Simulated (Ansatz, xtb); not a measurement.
## C5H7Cl: which of two isomers lies lower

Structure a: `C/C=C/C=C/Cl`, a singlet. Structure b: `C=C/C=C(/C)Cl`, a singlet. Both are isolated molecules in the gas phase, relaxed with B3LYP-D3(BJ)/def2-SVP; the shapes shown needn't be the lowest conformers.

a (Å):

```
atom    x (Å)    y (Å)    z (Å)
   C   0.4219   1.0321  -1.5005
   C  -0.5412   0.3259  -0.6002
   C  -1.3742   0.9258   0.2708
   C  -2.3000   0.2124   1.1337
   C  -3.1242   0.8269   1.9973
  Cl  -4.2313  -0.0252   3.0292
   H   0.2185   0.8024  -2.5616
   H   1.4599   0.7073  -1.3081
   H   0.3757   2.1243  -1.3719
   H  -0.5599  -0.7698  -0.6651
   H  -1.3676   2.0203   0.3478
   H  -2.3191  -0.8805   1.0692
   H  -3.1628   1.9120   2.1184
```

b (Å):

```xyz
13

C    -3.3522    2.4139   -0.0071
C    -2.2549    1.7814   -0.4563
C    -1.5062    0.8104    0.3217
C    -0.4020    0.1391   -0.0591
C     0.3451   -0.8555    0.7699
Cl    0.3002    0.3852   -1.6542
H    -3.7507    2.2264    0.9950
H    -3.8852    3.1381   -0.6272
H    -1.8816    1.9911   -1.4630
H    -1.8733    0.5944    1.3312
H     0.3772   -1.8374    0.2691
H    -0.1319   -0.9745    1.7535
H     1.3901   -0.5359    0.9179
```

Problem. Which of the two would you expect CCSD(T)/def2-SVP + ΔMP2/def2-TZVPP electronic energies to favour?

Solution. Structure b; the calculation gives E(b) − E(a) = −2.2 kcal/mol.

The same difference at several levels:

```
                             level               geometry  E(b) − E(a) (kcal/mol)  departure from the last row (kcal/mol)  job, with rough time for the two
                          GFN2-xTB               GFN2-xTB                      −0.8                                    +1.5               optimisation, 1.8 s
                         HF/STO-3G               GFN2-xTB                      −0.4                                    +1.8               single point, 4.5 s
                r2SCAN-D4/def2-SVP               GFN2-xTB                      −2.3                                     0.0                single point, 19 s
             B3LYP-D3(BJ)/def2-SVP  B3LYP-D3(BJ)/def2-SVP                      −2.2                                    +0.1             optimisation, 2.5 min
                       HF/def2-SVP  B3LYP-D3(BJ)/def2-SVP                      −1.2                                    +1.0           part of the CCSD(T) run
                      MP2/def2-SVP  B3LYP-D3(BJ)/def2-SVP                      −2.8                                    −0.5           part of the CCSD(T) run
                  CCSD(T)/def2-SVP  B3LYP-D3(BJ)/def2-SVP                      −2.4                                    −0.2                      single point
CCSD(T)/def2-SVP + ΔMP2/def2-TZVPP  B3LYP-D3(BJ)/def2-SVP                      −2.2                                                     single point, 2.9 min
```

As drawn, both hold the same kinds of bond in the same numbers.

HF/STO-3G finds them nearly level. The largest departure from CCSD(T)/def2-SVP + ΔMP2/def2-TZVPP is that of HF/STO-3G, 1.8 kcal/mol. The last row adds to CCSD(T) the change of the MP2 difference between the two basis sets, here +0.2 kcal/mol.

With thermal terms from frequencies at re-optimised GFN2-xTB minima (ideal gas, soft modes damped towards free rotors, one conformer each, 298.15 K, 1 atm): on the last row, ΔE + ΔZPE = −2.3, ΔH = −2.3, ΔG = −2.2 kcal/mol.

The correlated steps freeze 10 core orbitals. Programs: Ansatz 0.2.0, xtb 6.7.1; the last row on 2 threads of Intel(R) Xeon(R) Processor @ 2.50GHz (Skylake/Cascade Lake) on a shared host.
